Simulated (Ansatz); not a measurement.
The cluster MgS2⁻, relaxed as a doublet with UKS PBE0-D4/def2-TZVPD in Ansatz, starting from the GFN1-xTB geometry. Force threshold 0.02 eV/Å.

The relaxation made no stability test and no search for a lower SCF solution. Another isomer (doublet) lies 0.67 eV lower at PBE0-D4/def2-TZVPD; other spin states weren't run for this one.

Start:

```
atom    x (Å)    y (Å)    z (Å)
 Mg1   1.1422  -0.7509   1.3095
  S2  -0.0768   1.2574  -0.5811
  S3  -1.0654  -0.5065  -0.7283
```

Estimate the energy that the relaxation releases and the steps that it takes.

0.07 eV, in 4 steps; 6 s on 4 threads of Arm Neoverse V1 on a shared host. No frequencies were taken in this run, so the end may be a saddle point.

Does the start keep its bonding and symmetry?

By distances, no bond broke or formed. The bond that changes most is Mg1–S2, from 3.02 to 2.78 Å (atoms count from 1). Point group C2v at the start, C2v at the end, both within 0.05 Å.

Predict the relaxed structure.


| atom | x (Å) | y (Å) | z (Å) |
| --- | --- | --- | --- |
| Mg1 | 1.046 | -0.688 | 1.200 |
| S2 | -0.038 | 1.209 | -0.527 |
| S3 | -1.008 | -0.521 | -0.672 |
Bond lengths: 2 × Mg–S 2.78 Å; 1 × S–S 1.99 Å.
